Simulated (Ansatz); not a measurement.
`O=C=CF`, charge 0, multiplicity 1.

**Question.** Give a relaxed structure at PBE0-D4/def2-TZVP (Ansatz 0.2.0). (An estimate is asked.)

**Answer.** Ansatz gave: 
```xyz
5

O     1.404   -1.364    0.196
C     0.573   -0.566    0.083
C    -0.403    0.310   -0.034
F    -0.146    1.574   -0.417
H    -1.428    0.046    0.173
```
Point group Cs.
